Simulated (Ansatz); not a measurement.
For antiferromagnetic bcc Cr, PBE (Ansatz, an electronic-structure program, plane waves, PAW) gives:

| Item | Value |
|---|---|
| equilibrium lattice constant a | 2.866 Å |
| bulk modulus | 183 GPa |
| cohesive energy | 4.12 eV/atom |
| magnetic moment | 1.02 μB |

Question: What does r²SCAN+rVV10 (Ansatz, plane waves, PAW) give for the same quantities?

Answer: 
- lattice constant a: 2.945 Å (goes up by 2.8 %)
- bulk modulus: 113 GPa (decreases by 38 %)
- cohesive energy: 3.75 eV/atom (drops by 0.37 eV/atom)
- magnetic moment: 2.44 μB (grows by 1.42 μB)

For comparison: lattice constant a 2.877 Å (measured, corrected for temperature and zero-point phonon effects; as tabulated in Levämäki et al. (2014), arXiv:1402.3671); bulk modulus 194 GPa (measured, corrected for temperature and zero-point phonon effects, our sources range from 174 to 205; as tabulated in Levämäki et al. (2014), arXiv:1402.3671); cohesive energy 4.15 eV/atom (measured, finite-temperature (and zero-point) corrections as in the cited sets; as tabulated in Jana et al. (2018), arXiv:1807.00350).

Changes are worked out from the printed values.

Unless a cell is named, each level is at its own relaxed cell (PBE 11.77, r²SCAN+rVV10 12.77 Å³/atom).

Spin-polarised runs: PBE (opposed moments), r²SCAN+rVV10 (opposed moments).

Caveats: the commensurate order stands in for chromium's spin-density wave, and the size of the moments varies much between levels (PBE, r²SCAN+rVV10). Ansatz's density-functional and Hartree–Fock values are scalar-relativistic unless marked +SOC, with PAW data made under PBE.
